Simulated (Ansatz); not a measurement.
Rock-salt RbBr, treated with LC-ωPBE (Ansatz, an electronic-structure program, plane waves, PAW).

Settings: plane-wave cutoff 460 eV, 6×6×6 k mesh, Fermi–Dirac smearing 0.01 eV, scalar-relativistic PAW data made under PBE.

Equation-of-state points:

```csv
V (Å³/atom),E − E_lowest (meV/atom)
39.767,5.15
40.283,2.95
40.814,1.35
41.860,0.00
42.907,0.76
43.953,3.32
```

Estimate the bulk modulus and its pressure derivative from these points.

V0 = 41.982 Å³/atom, B0 = 12.7 GPa, B′ = 5.1 (fit to the energies at full precision).

Measured, for comparison: bulk modulus 16 GPa (4 K, zero-point motion not removed; as tabulated in Doll and Stoll (1998), arXiv:cond-mat/9801031); equilibrium volume per atom 39.69 Å³/atom (low temperature, zero-point motion not removed; as tabulated in Doll and Stoll (1998), arXiv:cond-mat/9801031). Computed (rounded) less measured: bulk modulus -21 %, equilibrium volume per atom +5.8 %.

The computed numbers hold no vibrational or temperature effects.
